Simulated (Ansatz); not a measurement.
**H₃Si–CH, triplet: the ladder up to UCCSDT(Q)**

Geometry: displaced at random from a stationary point.

```xyz
6

Si    0.0034    0.0198    0.5282
C     0.0026   -0.0797   -1.2887
H     0.0506    1.4799    0.9357
H     1.1550   -0.6791    1.0470
H    -1.3017   -0.6629    0.9955
H    -0.0309    0.2600   -2.3389
```

Basis cc-pVDZ; Ansatz 0.2.0. Only valence electrons are correlated (noble-gas cores frozen), which leaves 12 electrons in 46 orbitals. Prefix R: restricted or restricted open-shell reference; prefix U: unrestricted.

Full CI isn't at hand for all of this; UCCSDT(Q) serves as the reference, and is uncertain by about the last step of the cluster series. The frozen core follows each run's orbitals, which can shift R against U totals by a few meV.

For open shells CISD is restricted-active-space CI with the open shells as a complete middle space.

The UHF ⟨S²⟩ is 2.027, the T1 diagnostic (RCCSD) is 0.0213 and the largest doubles amplitude (RCCSD) is 0.025. The T1 diagnostic (UCCSD) is 0.0136.

```tsv
level	E − E(RHF) (eV)
UHF	-0.2250
RMP2	-5.3693
UMP2	-5.3797
RCCSD	-6.5399
UCCSD	-6.5441
RCCSD(T)	-6.6775
UCCSD(T)	-6.6785
```

**Question.** Estimate how far UCCSDT(Q) in cc-pVDZ lies from RCCSD(T). The table doesn't fix it; the size of (T) and the diagnostics are the guide.

**Answer.** UCCSDT(Q) in cc-pVDZ lies 0.82 kcal/mol below RCCSD(T), which is 26 % of the (T) step (-3.18 kcal/mol). The diagnostics give no warning, yet the rest is a sizeable part of (T).

The other levels:

```
    level  E − E(UCCSDT(Q)) (kcal/mol)  share of correlation (%)  wall time
     CISD                        15.58                     89.94      4.5 s
  BCCD(T)                         0.80                     99.48        2 s
   RCCSDT                         0.17                     99.89          –
   UCCSDT                         0.14                     99.91          –
RCCSDT(Q)                         0.03                     99.98    2.1 min
```

The correlation energy at UCCSDT(Q), counted from RHF, is -6.713 eV. That run took 1.8 min on 1 thread of Arm Neoverse V1, shared host.

Times hold each run's SCF and search for its determinant on a shared host, so for small cases they say little of a method's own cost; they ran on 1 thread of Arm Neoverse V1.
